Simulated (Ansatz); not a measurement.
Born–Oppenheimer molecular dynamics of BClH2O (5 atoms, charge 0, multiplicity 1). It starts from a relaxed structure.

Computed with RKS PBE/def2-SVP in Ansatz.

```json
{
 "ensemble": "NVE (velocity Verlet)",
 "time step": "1 fs",
 "steps asked": "100",
 "starting velocities drawn for": "300 K",
 "seed": "937961"
}
```

Frames 2 fs apart, positions in Å, forces in eV/Å.

Velocities at 0.0 fs (Å/ps):

```
B 0.22 4.09 -5.84
Cl 0.61 -0.65 1.08
O -2.81 -1.13 0.94
H -2.63 13.96 18.45
H 23.23 -17.11 -8.86
```

```xyz
5
Properties=species:S:1:pos:R:3:forces:R:3 time_fs=0.0 energy_less_start_eV=0.000 T=300
B -0.053 -0.063 -0.076 0.00 0.00 -0.01
Cl 0.150 -0.171 1.688 0.00 0.00 0.00
O 0.957 -0.367 -0.919 0.00 0.00 0.00
H 1.773 -0.640 -0.456 -0.02 0.00 0.01
H -1.115 0.290 -0.537 0.02 -0.01 0.01
5
Properties=species:S:1:pos:R:3:forces:R:3 time_fs=2.0 energy_less_start_eV=0.033 T=219
B -0.052 -0.055 -0.087 0.57 -0.35 0.78
Cl 0.151 -0.172 1.690 -0.05 0.08 -0.25
O 0.951 -0.370 -0.917 0.72 -0.12 0.02
H 1.766 -0.612 -0.420 -0.21 0.03 -0.23
H -1.074 0.257 -0.557 -1.02 0.36 -0.32
5
Properties=species:S:1:pos:R:3:forces:R:3 time_fs=4.0 energy_less_start_eV=0.056 T=159
B -0.050 -0.048 -0.096 0.16 -0.37 1.07
Cl 0.153 -0.174 1.692 -0.09 0.15 -0.44
O 0.948 -0.372 -0.915 1.00 -0.10 -0.14
H 1.752 -0.583 -0.393 -0.01 -0.07 -0.25
H -1.069 0.238 -0.587 -1.06 0.40 -0.23
5
Properties=species:S:1:pos:R:3:forces:R:3 time_fs=6.0 energy_less_start_eV=0.059 T=149
B -0.047 -0.043 -0.101 -1.05 -0.15 0.77
Cl 0.154 -0.175 1.693 -0.11 0.20 -0.56
O 0.946 -0.375 -0.913 0.93 -0.01 -0.36
H 1.738 -0.557 -0.374 0.35 -0.20 -0.13
H -1.102 0.233 -0.625 -0.11 0.16 0.28
5
Properties=species:S:1:pos:R:3:forces:R:3 time_fs=8.0 energy_less_start_eV=0.091 T=70
B -0.048 -0.038 -0.103 -1.77 -0.06 0.40
Cl 0.155 -0.176 1.694 -0.14 0.24 -0.64
O 0.947 -0.378 -0.912 0.89 0.07 -0.27
H 1.737 -0.538 -0.361 0.34 -0.23 -0.17
H -1.140 0.235 -0.653 0.68 -0.02 0.67
5
Properties=species:S:1:pos:R:3:forces:R:3 time_fs=10.0 energy_less_start_eV=0.093 T=65
B -0.055 -0.033 -0.104 -1.48 -0.21 0.20
Cl 0.155 -0.176 1.694 -0.17 0.27 -0.67
O 0.950 -0.380 -0.912 0.84 0.16 0.10
H 1.747 -0.528 -0.355 0.01 -0.18 -0.34
H -1.154 0.236 -0.656 0.81 -0.04 0.71
5
Properties=species:S:1:pos:R:3:forces:R:3 time_fs=12.0 energy_less_start_eV=0.060 T=148
B -0.066 -0.029 -0.104 -0.29 -0.54 0.26
Cl 0.156 -0.176 1.694 -0.21 0.28 -0.67
O 0.955 -0.383 -0.912 0.38 0.33 0.34
H 1.759 -0.524 -0.361 -0.12 -0.15 -0.31
H -1.139 0.236 -0.633 0.25 0.09 0.38
5
Properties=species:S:1:pos:R:3:forces:R:3 time_fs=14.0 energy_less_start_eV=0.063 T=140
B -0.079 -0.027 -0.103 1.31 -0.94 0.53
Cl 0.156 -0.176 1.692 -0.24 0.28 -0.64
O 0.961 -0.384 -0.911 -0.45 0.53 0.30
H 1.767 -0.527 -0.379 0.08 -0.17 -0.04
H -1.115 0.240 -0.596 -0.70 0.31 -0.16
5
Properties=species:S:1:pos:R:3:forces:R:3 time_fs=16.0 energy_less_start_eV=0.077 T=108
B -0.087 -0.028 -0.100 2.08 -1.08 0.57
Cl 0.157 -0.176 1.690 -0.24 0.25 -0.55
O 0.966 -0.384 -0.909 -1.03 0.64 0.23
H 1.778 -0.536 -0.398 0.18 -0.17 0.16
H -1.117 0.255 -0.564 -0.99 0.37 -0.40
5
Properties=species:S:1:pos:R:3:forces:R:3 time_fs=18.0 energy_less_start_eV=0.050 T=173
B -0.089 -0.033 -0.095 1.44 -0.77 0.19
Cl 0.156 -0.175 1.687 -0.22 0.20 -0.40
O 0.968 -0.383 -0.907 -0.95 0.58 0.29
H 1.794 -0.552 -0.412 -0.15 -0.09 0.07
H -1.153 0.284 -0.546 -0.12 0.08 -0.14
5
Properties=species:S:1:pos:R:3:forces:R:3 time_fs=20.0 energy_less_start_eV=0.059 T=151
B -0.085 -0.041 -0.090 0.45 -0.30 -0.16
Cl 0.156 -0.175 1.684 -0.18 0.14 -0.22
O 0.968 -0.380 -0.904 -0.69 0.44 0.26
H 1.804 -0.571 -0.423 -0.42 -0.01 -0.02
H -1.195 0.315 -0.534 0.84 -0.27 0.14
5
Properties=species:S:1:pos:R:3:forces:R:3 time_fs=22.0 energy_less_start_eV=0.069 T=128
B -0.079 -0.050 -0.085 -0.09 0.04 -0.22
Cl 0.155 -0.174 1.681 -0.13 0.07 -0.02
O 0.967 -0.377 -0.900 -0.70 0.35 -0.04
H 1.800 -0.590 -0.435 -0.24 -0.02 0.10
H -1.205 0.337 -0.517 1.15 -0.43 0.18
```

Of the whole run (100 fs, mean temperature of the second half 147 K): The conserved energy stayed within 0.49 meV per atom of its start (net change 0.23 meV per atom), so the integration is sound. The temperature averaged 0.49 of the 300 K drawn at the start: a run that starts near a minimum puts about half its kinetic energy into the potential. A run of 0.1 ps of so small a system gives no equilibrium averages.

Run time: 88 s on 1 thread of Arm Neoverse V2, on a shared host, peak memory 0.09 GiB.
